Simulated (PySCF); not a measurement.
PySCF input (PW6B95/def2-TZVPD):

```python
from pyscf import gto, scf, dft

mol = gto.M(
    atom='''
    C     0.12308422    0.72061912   -0.00429280
    N    -0.08838777   -0.65459201    0.00350807
    H    -0.49686671   -1.03048228    0.84594274
    H    -0.52475103   -1.03565837   -0.82245818
    H     0.46644963    1.16516893    0.91843734
    H     0.43537713    1.15940103   -0.94072157
    ''',
    basis='def2-tzvpd',
    charge=0,
    spin=1,
    verbose=4,
)

mf = dft.UKS(mol, xc='pw6b95').density_fit(auxbasis='def2-universal-jkfit')
mf.grids.level = 3
mf.conv_tol = 1e-9
mf.max_cycle = 100
mf.max_memory = 1500
mf.kernel()
if not mf.converged:
    mf = mf.newton()
    mf.kernel(mf.make_rdm1())
for _ in range(2):
    mo, _, stable, _ = mf.stability(return_status=True)
    if stable:
        break
    mf.kernel(mf.make_rdm1(mo, mf.mo_occ))
mf.analyze()
```

End of the output:

```
Extra cycle  E= -95.35336073932  delta_E= -2.01e-11  |g|= 2.89e-06  |ddm|= 1.25e-05
converged SCF energy = -95.35336073932  <S^2> = 0.75373427  2S+1 = 2.0037308
uhf_internal: lowest eigs of H = [0.23109703 0.30076213 0.33351613]
<class 'pyscf.df.df_jk.DFUKS'> wavefunction is stable in the internal stability analysis
**** SCF Summaries ****
Total Energy =                         -95.353360739319953
Nuclear Repulsion Energy =              37.211357186834697
One-electron Energy =                 -201.313597640402804
Two-electron Energy =                   68.748879714248147
Two-electron Coulomb Energy =           82.689642155158850
DFT Exchange-Correlation Energy =      -13.940762440910710
HOMO-LUMO gap [eV] =                     4.101221101101682
**** MO energy ****
                             alpha | beta                alpha | beta
MO #1   energy= -14.4719085229068  | -14.4669566109312  occ= 1 | 1
MO #2   energy= -10.2997595919844  | -10.288388607895   occ= 1 | 1
MO #3   energy= -0.932224871893425 | -0.918801049718674 occ= 1 | 1
MO #4   energy= -0.669056885964686 | -0.642944015098017 occ= 1 | 1
MO #5   energy= -0.543061277740968 | -0.537467693271587 occ= 1 | 1
MO #6   energy= -0.469653281998802 | -0.458950214797937 occ= 1 | 1
MO #7   energy= -0.40091236531255  | -0.392145036558667 occ= 1 | 1
MO #8   energy= -0.367336565986903 | -0.319541475840751 occ= 1 | 1
MO #9   energy= -0.164707554013482 | -0.0139904572038106 occ= 1 | 0
MO #10  energy= 0.00986661302711615 | 0.0125441319161278 occ= 0 | 0
MO #11  energy= 0.0409238213549846 | 0.0453374885188873 occ= 0 | 0
MO #12  energy= 0.0631214136649354 | 0.0646421174849619 occ= 0 | 0
MO #13  energy= 0.108439494900783  | 0.111285104845083  occ= 0 | 0
MO #14  energy= 0.109158649502622  | 0.111451964637583  occ= 0 | 0
MO #15  energy= 0.120918696909112  | 0.125933068974245  occ= 0 | 0
MO #16  energy= 0.139632202209427  | 0.143287884035214  occ= 0 | 0
MO #17  energy= 0.159126293880697  | 0.16091691725285   occ= 0 | 0
MO #18  energy= 0.179696829596554  | 0.184039285393452  occ= 0 | 0
MO #19  energy= 0.191817817448108  | 0.192321836469336  occ= 0 | 0
MO #20  energy= 0.197449553274984  | 0.209693343967011  occ= 0 | 0
MO #21  energy= 0.222604748635653  | 0.231890420043184  occ= 0 | 0
MO #22  energy= 0.244224424457408  | 0.245771237000991  occ= 0 | 0
MO #23  energy= 0.245925331710179  | 0.25048657094223   occ= 0 | 0
MO #24  energy= 0.275348722566091  | 0.27836021122764   occ= 0 | 0
MO #25  energy= 0.283346746278184  | 0.288602596989783  occ= 0 | 0
MO #26  energy= 0.291911761678945  | 0.297841599821263  occ= 0 | 0
MO #27  energy= 0.329066807149071  | 0.335066881229864  occ= 0 | 0
MO #28  energy= 0.335412215781064  | 0.343803515854214  occ= 0 | 0
MO #29  energy= 0.343573618095479  | 0.344113515563933  occ= 0 | 0
MO #30  energy= 0.347163362805997  | 0.353208534063454  occ= 0 | 0
MO #31  energy= 0.367462127497297  | 0.370639302880083  occ= 0 | 0
MO #32  energy= 0.382479098692659  | 0.391385125877103  occ= 0 | 0
MO #33  energy= 0.397818092859945  | 0.39966818906368   occ= 0 | 0
MO #34  energy= 0.414183035504601  | 0.418008573018172  occ= 0 | 0
MO #35  energy= 0.438264267580822  | 0.442465143738885  occ= 0 | 0
MO #36  energy= 0.440955813284694  | 0.44668132408792   occ= 0 | 0
MO #37  energy= 0.483717724461545  | 0.491552757342424  occ= 0 | 0
MO #38  energy= 0.48655180835787   | 0.493883064423438  occ= 0 | 0
MO #39  energy= 0.514551945126774  | 0.517037540211392  occ= 0 | 0
MO #40  energy= 0.521545508514815  | 0.534133188168048  occ= 0 | 0
MO #41  energy= 0.610878612331174  | 0.614729104401001  occ= 0 | 0
MO #42  energy= 0.637677819410952  | 0.646265269614755  occ= 0 | 0
MO #43  energy= 0.650495542367273  | 0.657801659215339  occ= 0 | 0
MO #44  energy= 0.685702240697442  | 0.69201478438864   occ= 0 | 0
MO #45  energy= 0.731978465145351  | 0.736927907659018  occ= 0 | 0
MO #46  energy= 0.732843129588445  | 0.740462448245516  occ= 0 | 0
MO #47  energy= 0.748153136107196  | 0.753667778922878  occ= 0 | 0
MO #48  energy= 0.812694624261376  | 0.819264264857331  occ= 0 | 0
MO #49  energy= 0.84873458108547   | 0.855240867102619  occ= 0 | 0
MO #50  energy= 0.889060721904307  | 0.892354563782622  occ= 0 | 0
MO #51  energy= 0.910608004613618  | 0.927753232982553  occ= 0 | 0
MO #52  energy= 0.945285200378173  | 0.96617438518031   occ= 0 | 0
MO #53  energy= 1.0616044699193    | 1.08603557091438   occ= 0 | 0
MO #54  energy= 1.13776268405155   | 1.15021586724555   occ= 0 | 0
MO #55  energy= 1.15132050416791   | 1.15835149222224   occ= 0 | 0
MO #56  energy= 1.32848876283072   | 1.33452828726965   occ= 0 | 0
MO #57  energy= 1.38225422265285   | 1.39066702202049   occ= 0 | 0
MO #58  energy= 1.4645397808839    | 1.48567710025035   occ= 0 | 0
MO #59  energy= 1.48560987130879   | 1.48789615058457   occ= 0 | 0
MO #60  energy= 1.61204698760114   | 1.64741267379235   occ= 0 | 0
MO #61  energy= 1.69170790584223   | 1.70501166922372   occ= 0 | 0
MO #62  energy= 1.70615955207899   | 1.71782604722251   occ= 0 | 0
MO #63  energy= 1.75072045205719   | 1.75590103331296   occ= 0 | 0
MO #64  energy= 1.84582291978197   | 1.85866016481983   occ= 0 | 0
MO #65  energy= 1.86437201093032   | 1.8753684211307    occ= 0 | 0
MO #66  energy= 1.87268360768776   | 1.87655696785228   occ= 0 | 0
MO #67  energy= 1.92985137467244   | 1.94781261156683   occ= 0 | 0
MO #68  energy= 2.06665479258087   | 2.07483833818925   occ= 0 | 0
MO #69  energy= 2.09622799139858   | 2.10476274980693   occ= 0 | 0
MO #70  energy= 2.11300496604655   | 2.11965441367057   occ= 0 | 0
MO #71  energy= 2.14622733100467   | 2.153616849871     occ= 0 | 0
MO #72  energy= 2.30445108720558   | 2.31193673823787   occ= 0 | 0
MO #73  energy= 2.32602239241172   | 2.33911948857176   occ= 0 | 0
MO #74  energy= 2.41393300181449   | 2.42884646838674   occ= 0 | 0
MO #75  energy= 2.43784143840152   | 2.45269650541627   occ= 0 | 0
MO #76  energy= 2.56607188220539   | 2.57425268801959   occ= 0 | 0
MO #77  energy= 2.65268527795066   | 2.65957256869921   occ= 0 | 0
MO #78  energy= 2.69401841947595   | 2.70505568286049   occ= 0 | 0
MO #79  energy= 2.7795322389628    | 2.79267328929385   occ= 0 | 0
MO #80  energy= 2.78949844977714   | 2.79821397858651   occ= 0 | 0
MO #81  energy= 2.80884179665073   | 2.82005033143438   occ= 0 | 0
MO #82  energy= 2.82812715511751   | 2.83726159763656   occ= 0 | 0
MO #83  energy= 3.01225426502487   | 3.03595606084343   occ= 0 | 0
MO #84  energy= 3.06622960240124   | 3.09362540336524   occ= 0 | 0
MO #85  energy= 3.08814494653462   | 3.12547165966505   occ= 0 | 0
MO #86  energy= 3.16812714407375   | 3.18827968707513   occ= 0 | 0
MO #87  energy= 3.21058957743317   | 3.24268209086363   occ= 0 | 0
MO #88  energy= 3.25235758696155   | 3.27076869679264   occ= 0 | 0
MO #89  energy= 3.39521389295639   | 3.42243923788439   occ= 0 | 0
MO #90  energy= 3.42681398493688   | 3.44843033439299   occ= 0 | 0
MO #91  energy= 3.52637042155125   | 3.5464767229246    occ= 0 | 0
MO #92  energy= 3.54527672250961   | 3.57065567002538   occ= 0 | 0
MO #93  energy= 3.78025534444353   | 3.78838502001442   occ= 0 | 0
MO #94  energy= 3.80551688048393   | 3.81859944111581   occ= 0 | 0
MO #95  energy= 4.15059127522055   | 4.16451637171352   occ= 0 | 0
MO #96  energy= 4.24209112989435   | 4.25268337776051   occ= 0 | 0
MO #97  energy= 4.40398026698042   | 4.41383249889635   occ= 0 | 0
MO #98  energy= 4.60332365210321   | 4.61993842016659   occ= 0 | 0
MO #99  energy= 4.7630482856863    | 4.77472742733563   occ= 0 | 0
MO #100 energy= 4.77505973551926   | 4.7879621579197    occ= 0 | 0
MO #101 energy= 4.82953524159737   | 4.84543026465964   occ= 0 | 0
MO #102 energy= 5.01253408916126   | 5.0182604863262    occ= 0 | 0
MO #103 energy= 5.07534466954029   | 5.09288984827367   occ= 0 | 0
MO #104 energy= 5.14863789164192   | 5.1530194432635    occ= 0 | 0
[...]
```

It need not be the lowest isomer of its formula.
